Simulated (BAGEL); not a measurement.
# H3O+ (oxonium): HF/STO-3G (density fitting with cc-pvqz-jkfit)

What is the energy change on altering one bond length of H3O+ (oxonium) at HF/STO-3G (density fitting with cc-pvqz-jkfit)? 

The calculation is run with BAGEL 1.2.2.

2 further runs of the same task are left out: 2 set aside as unsound or not needed.

## (1) The structure to begin with

The species is H3O+ (4 atoms), meant as a singlet with charge +1. SMILES: `[OH3+]`. Geometry: relaxed at PBE0-D4/def2-TZVP.

Bond lengths: O1–H2 0.978 Å, O1–H3 0.978 Å, O1–H4 0.978 Å. Angles: H2–O1–H3 113.0°, H2–O1–H4 113.0°, H3–O1–H4 113.0°.

## (2) The energy at HF/STO-3G (density fitting with cc-pvqz-jkfit)

Contents of input.json:

```json
{ "bagel" : [

{
  "title" : "molecule",
  "basis" : "sto-3g",
  "df_basis" : "cc-pvqz-jkfit",
  "angstrom" : "true",
  "geometry" : [
    { "atom" : "O", "xyz" : [    0.181970,   -0.056700,   -0.052760 ] },
    { "atom" : "H", "xyz" : [    0.219060,    0.918440,    0.015140 ] },
    { "atom" : "H", "xyz" : [   -0.408890,   -0.368290,   -0.767380 ] },
    { "atom" : "H", "xyz" : [    0.007860,   -0.493450,    0.805020 ] }
  ]
},
{
  "title" : "hf",
  "charge" : 1
},
{
  "title" : "print",
  "file" : "orbitals.molden",
  "orbitals" : "true"
}

]}
```

Command:

```bash
$ BAGEL_NUM_THREADS=1 BAGEL input.json > input.out
```

The log of the run:

```text
* using 1 threads per process

  ===============================================================
  ===============================================================

  *** Geometry ***

  { "atom" : "O", "xyz" : [      0.343873,     -0.107147,     -0.099702 ] },
  { "atom" : "H", "xyz" : [      0.413963,      1.735600,      0.028610 ] },
  { "atom" : "H", "xyz" : [     -0.772690,     -0.695967,     -1.450138 ] },
  { "atom" : "H", "xyz" : [      0.014853,     -0.932485,      1.521267 ] },

  Number of auxiliary basis functions:      259

  Since a DF basis is specified, we compute 2- and 3-index integrals:
    o Being stored without compression. Storage requirement is 0.000 GB

  Number of basis functions:        8
  Number of electrons      :       11

    * METHOD: MOLECULE                             0.03

  *** RHF ***

  === Nuclear Repulsion ===
    13.9563073607

      * DIIS with orbital gradients will be used.

  === RHF iteration (sto-3g) ===
      0        -75.32414883          0.02021492           0.00
      1        -75.32942622          0.00394846           0.00
      2        -75.32981079          0.00120913           0.00
      3        -75.32985389          0.00020794           0.00
      4        -75.32985591          0.00003426           0.00
      5        -75.32985595          0.00000015           0.00
      6        -75.32985595          0.00000000           0.00
    * SCF iteration converged.

    * Permanent dipole moment:
           (    0.610478,    -0.190262,    -0.176984) a.u.

    * METHOD: HF                                   0.02

    * METHOD: PRINT                                0.00

  ===============================================================
```

Run time: 0.22 s. Hardware: 1 thread of Arm Neoverse V2, shared host.

## (3) The distorted shape at the same level

Contents of input.json:

```json
{ "bagel": [

{
  "title": "molecule",
  "basis": "sto-3g",
  "df_basis": "cc-pvqz-jkfit",
  "angstrom": true,
  "geometry": [
    { "atom": "O", "xyz": [       0.270577,      -0.009973,       0.054407 ] },
    { "atom": "H", "xyz": [       0.307667,       0.965167,       0.122307 ] },
    { "atom": "H", "xyz": [      -0.408890,      -0.368290,      -0.767380 ] },
    { "atom": "H", "xyz": [       0.096467,      -0.446723,       0.912187 ] }
  ]
},

{ "title": "hf", "charge": 1 },

{ "title": "print", "file": "orbitals.molden", "orbitals": true }

]}
```

Command:

```bash
$ BAGEL_NUM_THREADS=1 BAGEL input.json > input.out
```

The log of the run:

```text
* using 1 threads per process

  ===============================================================
  ===============================================================

  *** Geometry ***

  { "atom" : "O", "xyz" : [      0.511316,     -0.018846,      0.102814 ] },
  { "atom" : "H", "xyz" : [      0.581406,      1.823901,      0.231127 ] },
  { "atom" : "H", "xyz" : [     -0.772690,     -0.695967,     -1.450138 ] },
  { "atom" : "H", "xyz" : [      0.182296,     -0.844184,      1.723784 ] },

  Number of auxiliary basis functions:      259

  Since a DF basis is specified, we compute 2- and 3-index integrals:
    o Being stored without compression. Storage requirement is 0.000 GB

  Number of basis functions:        8
  Number of electrons      :       11

    * METHOD: MOLECULE                             0.03

  *** RHF ***

  === Nuclear Repulsion ===
    13.3460523628

      * DIIS with orbital gradients will be used.

  === RHF iteration (sto-3g) ===
      0        -75.30919135          0.01822483           0.00
      1        -75.31363382          0.00401706           0.00
      2        -75.31404288          0.00132227           0.00
      3        -75.31409664          0.00027025           0.00
      4        -75.31410015          0.00004695           0.00
      5        -75.31410024          0.00000507           0.00
      6        -75.31410025          0.00000106           0.00
      7        -75.31410025          0.00000005           0.00
      8        -75.31410025          0.00000001           0.00
    * SCF iteration converged.

    * Permanent dipole moment:
           (    0.672653,    -0.145397,    -0.080207) a.u.

    * METHOD: HF                                   0.02

    * METHOD: PRINT                                0.00

  ===============================================================
```

Run time: 0.22 s. Hardware: 1 thread of Arm Neoverse V2, shared host.

## (4) Summary of results

At HF/STO-3G (density fitting with cc-pvqz-jkfit):

```
                                                         quantity         value
                                        first shape: total energy  -75.32986 Eh
                                         first shape: HOMO energy     -24.87 eV
                                         first shape: LUMO energy       2.67 eV
                                       first shape: HOMO–LUMO gap      27.54 eV
                                    distorted shape: total energy  -75.31410 Eh
                                     distorted shape: HOMO energy     -24.24 eV
                                     distorted shape: LUMO energy       0.93 eV
                                   distorted shape: HOMO–LUMO gap      25.17 eV
energy change with the O1–H3 bond stretched from 0.978 to 1.125 Å      0.429 eV
```

With the O1–H3 bond stretched from 0.978 to 1.125 Å the energy rises by 0.43 eV (41.4 kJ/mol). The first shape isn't relaxed at this level, so the change isn't measured from a minimum. The minimal basis adds a large error of its own.
